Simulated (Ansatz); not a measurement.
**C2H7Al: molecular dynamics**

The plan is to follow the molecule's vibrations and see whether its bonds hold. The start is relaxed first. Runs: 40 steps of 2 fs under a Nosé-Hoover thermostat at 200 K.

Method: RKS PBE0-D4/6-31G*, in Ansatz 0.2.0.

**1. The starting structure**

Bond lengths: Al1–C2 1.970 Å, C2–H3 1.110 Å, C2–H4 1.110 Å, C2–H5 1.110 Å, Al1–C6 1.970 Å, C6–H7 1.110 Å, C6–H8 1.110 Å, C6–H9 1.110 Å, Al1–H10 1.560 Å. Angles (14 of 15 angles, heavy atoms first): C2–Al1–C6 120.0°, Al1–C2–H3 109.5°, Al1–C2–H4 109.5°, Al1–C2–H5 109.5°, C2–Al1–H10 120.0°, C6–Al1–H10 120.0°, Al1–C6–H7 109.5°, Al1–C6–H8 109.5°, Al1–C6–H9 109.5°, H3–C2–H4 109.4°, H3–C2–H5 109.4°, H4–C2–H5 109.4°, H7–C6–H8 109.4°, H7–C6–H9 109.4°.

Structure file:

```xyz
10

Al    0.0000    0.0000    0.0000
C     0.0000    0.0000    1.9700
H    -0.9996   -0.3092    2.3405
H     0.7676   -0.7111    2.3405
H     0.2320    1.0203    2.3405
C     1.7060    0.0000   -0.9850
H     2.0356   -1.0462   -1.1552
H     1.5695    0.5080   -1.9624
H     2.4756    0.5381   -0.3932
H    -1.3510    0.0000   -0.7800
```

**2. Relaxing the start**

Input file input.yaml:

```yaml
crystal:
  periodic: [false, false, false]
  atoms:
    - { symbol: Al, position_ang: [0.0, 0.0, 0.0] }
    - { symbol: C, position_ang: [0.0, 0.0, 1.97] }
    - { symbol: H, position_ang: [-0.9996, -0.3092, 2.3405] }
    - { symbol: H, position_ang: [0.7676, -0.7111, 2.3405] }
    - { symbol: H, position_ang: [0.232, 1.0203, 2.3405] }
    - { symbol: C, position_ang: [1.706, 0.0, -0.985] }
    - { symbol: H, position_ang: [2.0356, -1.0462, -1.1552] }
    - { symbol: H, position_ang: [1.5695, 0.508, -1.9624] }
    - { symbol: H, position_ang: [2.4756, 0.5381, -0.3932] }
    - { symbol: H, position_ang: [-1.351, 0.0, -0.78] }
basis:
  gaussian: { orbitals: "6-31G*" }
hamiltonian:
  xc: pbe0
  dispersion: d4
relax:
  f_tol: 0.02
  max_steps: 40
```

Launch:

```console
$ ansatz run input.yaml --threads 1 --pin off --max-ram 2048MiB --backend cpu --events-out ev --progress --plain --runs-dir out
```

After this run come: Dynamics.

Before running it: what results should come out? Wanted: relaxation of the start; temperature, first and last step; temperature, second half; potential energy, second half; largest change of the conserved energy; bonds formed or broken.

The runs gave:

| quantity | value |
| --- | --- |
| relaxation of the start | 3 moves, 0.066 eV lower |
| length | 40 steps of 2 fs |
| temperature, first and last step | 200 and 248 K |
| temperature, second half | mean 208 K, from 138 to 288 K |
| potential energy, second half | +22 meV/atom from the start |
| largest change of the conserved energy | 6.76 meV/atom |
| bonds formed or broken | 0 |

Against a set 200 K the second half averages 208 K with a spread of 39 K. The conserved energy strays from its start by at most 6.76 meV/atom, 38 % of the mean kinetic energy, which is poor: the step of 2 fs is too long for the fastest motion. The bonding pattern survives the run. 80 fs on 10 atoms is far too short and small for converged averages. The nuclei move classically, without zero-point motion, which matters most for hydrogen.
